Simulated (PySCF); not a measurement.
Deuteron quadrupole couplings in CH3CH2CHFCH3

CH3CH2CHFCH3, C₄H₉F.
Cartesian coordinates in Å at the PBE0-D3(BJ)/def2-SVP level; atoms count from 1:
```xyz
14
C4H9F angstrom
C      1.9050   -0.2788   -0.2754
C      0.6342    0.3372    0.2841
C     -0.6288   -0.2746   -0.2902
C     -1.9031    0.3162    0.2655
F     -0.6220   -1.6354   -0.0213
H      1.9791   -0.1247   -1.3640
H      1.9204   -1.3625   -0.0903
H      2.8018    0.1601    0.1861
H      0.6102    1.4227    0.0895
H      0.6026    0.2163    1.3810
H     -0.6163   -0.1729   -1.3925
H     -1.9704    1.3885    0.0297
H     -2.7806   -0.1895   -0.1622
H     -1.9346    0.1979    1.3595
```

Level: PBE0/pcSseg-1 (PySCF, non-relativistic); Q(2H) = 0.00286 b; rigid geometry, the same for H and D, with no vibrational averaging.

Question: Rank these positions by the coupling χzz of a deuteron there, largest first.
A. H11 (methine hydrogen)
B. H10 (methylene hydrogen)
C. H7 (methyl hydrogen)

Answer: C (196 kHz), B (189 kHz), A (179 kHz).

Question: Give the electric field gradient Vzz (the principal value of largest size), its asymmetry and the 2H coupling at each hydrogen.

Answer: 
```json
{"atom": "H6", "bonded to": "C1", "bond length (Å)": "1.102", "Vzz (au)": "0.2901", "η": "0.03", "χzz (kHz)": "195"}
{"atom": "H7", "bonded to": "C1", "bond length (Å)": "1.099", "Vzz (au)": "0.2910", "η": "0.02", "χzz (kHz)": "196"}
{"atom": "H8", "bonded to": "C1", "bond length (Å)": "1.100", "Vzz (au)": "0.2944", "η": "0.02", "χzz (kHz)": "198"}
{"atom": "H9", "bonded to": "C2", "bond length (Å)": "1.103", "Vzz (au)": "0.2842", "η": "0.03", "χzz (kHz)": "191"}
{"atom": "H10", "bonded to": "C2", "bond length (Å)": "1.104", "Vzz (au)": "0.2820", "η": "0.04", "χzz (kHz)": "189"}
{"atom": "H11", "bonded to": "C3", "bond length (Å)": "1.107", "Vzz (au)": "0.2669", "η": "0.06", "χzz (kHz)": "179"}
{"atom": "H12", "bonded to": "C4", "bond length (Å)": "1.100", "Vzz (au)": "0.2919", "η": "0.03", "χzz (kHz)": "196"}
{"atom": "H13", "bonded to": "C4", "bond length (Å)": "1.099", "Vzz (au)": "0.2930", "η": "0.02", "χzz (kHz)": "197"}
{"atom": "H14", "bonded to": "C4", "bond length (Å)": "1.101", "Vzz (au)": "0.2901", "η": "0.03", "χzz (kHz)": "195"}
```

Question: A static deuteron (I = 1) shows a doublet split by (3/2)χ, (3/4)χ(1 + η) and (3/4)χ(1 − η) with the field along z, y and x of the gradient. What are these for H13?

Answer: With |χ| = 196.9 kHz and η = 0.024: 295, 151 and 144 kHz, to first order and without motion.

The structure is a single PBE0-D3(BJ)/def2-SVP conformer in the gas phase; no vibrational or solvent corrections. The basis is small and wasn't made for field gradients, so the couplings can be 20 % off.
